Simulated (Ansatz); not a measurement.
# H₂Cl (doublet): from Hartree-Fock to the top rungs at distance H1–H2 along a hydrogen transfer = 1.061 Å, cc-pVDZ

Aim: climb from Hartree-Fock through coupled cluster and multireference methods for H₂Cl (doublet) at one geometry and basis, and see what each rung misses.

Computed with Ansatz 0.2.0, Gaussian basis. Level: cc-pVDZ, core rule «outside noble gas», up to 5 orbitals frozen.

To be run: UHF; CCSD(T) on ROHF; CCSD(T) on UHF; BCCD(T) on ROHF; CISD; CCSDT(Q) on ROHF; CCSDT(Q) on UHF; CCSDTQ on ROHF; CCSDTQ on UHF; CASSCF and MRCISD+Q, 3 electrons in 3 orbitals; CASSCF and NEVPT2, 3 electrons in 3 orbitals; CASSCF and MRCISD+Q, 9 electrons in 6 orbitals; CASSCF and NEVPT2, 9 electrons in 6 orbitals; Full CI.

## (1) What is computed

The geometry derives from fragments relaxed apart (PBE0/def2-TZVP) and kept rigid, so it is no stationary point. A hydrogen atom is moved between rigid fragments.

3 atoms, charge 0, spin multiplicity 2.

Atoms are counted from 1 here; the program's logs count them from 0.

Bond lengths: H2–Cl3 1.350 Å.

Geometry (Å):

```xyz
3
ClH2
H     0.0000    0.0000   -1.1573
H     0.0000    0.0000   -0.0963
Cl    0.0000    0.0000    1.2537
```

## (2) UHF

File in.yaml:

```yaml
crystal:
  periodic: [false, false, false]
  atoms:
    - {symbol: H, position_ang: [0.000000, 0.000000, -1.157333]}
    - {symbol: H, position_ang: [0.000000, 0.000000, -0.096333]}
    - {symbol: Cl, position_ang: [0.000000, 0.000000, 1.253667]}
basis:
  gaussian: {orbitals: cc-pVDZ}
magnetization: {spin_polarized: true, initial_magnetization: 1}
hamiltonian: {xc: hf}
output: {orbitals: {seedname: orbitals}}
```

Launch:

```console
ansatz run in.yaml --threads 1 --pin off --events-out ev --progress --plain --max-ram 5632MiB --backend cpu
```

The runs that follow: CCSD(T) on ROHF; CCSD(T) on UHF; BCCD(T) on ROHF; CISD; CCSDT(Q) on ROHF; CCSDT(Q) on UHF; CCSDTQ on ROHF; CCSDTQ on UHF; CASSCF and MRCISD+Q, 3 electrons in 3 orbitals; CASSCF and NEVPT2, 3 electrons in 3 orbitals; CASSCF and MRCISD+Q, 9 electrons in 6 orbitals; CASSCF and NEVPT2, 9 electrons in 6 orbitals; Full CI.

Q: Predict the results of all the runs planned. Wanted: FCI below the RHF energy; RMP2 from FCI; UMP2 from FCI; RCCSD from FCI; RCCSD(T) from FCI; UCCSD(T) from FCI; RCCSDT(Q) from FCI; UCCSDT(Q) from FCI; NEVPT2 pair from FCI.

The runs gave:

| quantity | value |
| --- | --- |
| FCI below the RHF energy | -4.9129 eV |
| RMP2 from FCI | +618.2 meV |
| UMP2 from FCI | +616.6 meV |
| RCCSD from FCI | +99.1 meV |
| RCCSD(T) from FCI | +18.1 meV |
| UCCSD(T) from FCI | +17.6 meV |
| RCCSDT(Q) from FCI | +0.7 meV |
| UCCSDT(Q) from FCI | +0.6 meV |
| NEVPT2 pair from FCI | +546.3 meV |
| MRCISD+Q pair from FCI | +6.6 meV |
| NEVPT2 valence from FCI | +913.8 meV |
| levels within 1 kcal/mol (43 meV) | RCCSD(T), UCCSD(T), BCCD(T), RCCSDT, UCCSDT, RCCSDT(Q), UCCSDT(Q), RCCSDTQ, UCCSDTQ, MRCISD+Q pair, MRCISD+Q valence |
| T1 diagnostic | 0.024 |
| effectively unpaired electrons | 1.03 |

**Reading.** RCCSD(T) misses by +18.1 meV, 0.4 % of the correlation energy. One determinant dominates. Of the multireference levels listed MRCISD+Q valence comes nearest in total energy (+5.9 meV), which doesn't show that its space is the better one. These misses are within one basis, not against nature; the frozen cores of restricted and unrestricted runs differ, which can shift their rows.
